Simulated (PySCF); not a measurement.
Species: C4H7N.
SMILES with atom numbers: `[NH:1]=[C:2]1[CH2:3][CH2:4][CH2:5]1` (hydrogens: H6 on N1; H7, H8 on C3; H9, H10 on C4; H11, H12 on C5)

Geometry (GFN2-xTB, Å), atoms numbered from 1 in this order:
```
atom  x, y, z in Å
N1    -0.9576    1.8416   -0.5710
C2    -0.3987    0.7751   -0.2398
C3    -0.7864   -0.6798   -0.0732
C4     0.6679   -0.9760    0.3379
C5     1.0251    0.5119    0.1583
H6    -1.9464    1.7648   -0.8026
H7    -1.1197   -1.1594   -0.9929
H8    -1.5338   -0.8545    0.7000
H9     0.7778   -1.3414    1.3563
H10    1.1939   -1.6479   -0.3362
H11    1.3322    1.0324    1.0632
H12    1.7468    0.7326   -0.6259
```

The closed-shell ground state was solved at several levels (PySCF, density fitting, gas phase, non-relativistic).

```csv
level,basis functions,HOMO (eV),LUMO (eV),gap (eV),dipole (D)
CAM-B3LYP/def2-SVPD,156,-8.57,1.01,9.58,2.38
PBE0/pcSseg-1,120,-7.09,0.00,7.09,2.22
```

Problem. Estimate the row for B3LYP/pcJ-1, a basis of 205 functions; the other rows only guide the guess.

Solution. HOMO -6.82 eV, LUMO -0.24 eV, gap 6.58 eV, dipole 2.22 D.

Problem. Over all these levels, which gives the widest orbital gap and which the narrowest?

Solution. CAM-B3LYP/def2-SVPD (range-separated hybrid) has the widest, 9.58 eV, and B3LYP/pcJ-1 (global hybrid, 20 % exact exchange) the narrowest, 6.58 eV. Functional and basis both differ between the two, so the spread mixes both effects.

Problem. How far do the dipole and the HOMO energy spread over the levels?

Solution. The dipole runs from 2.22 to 2.38 D (mean 2.27 D) and the HOMO from -8.57 to -6.82 eV.
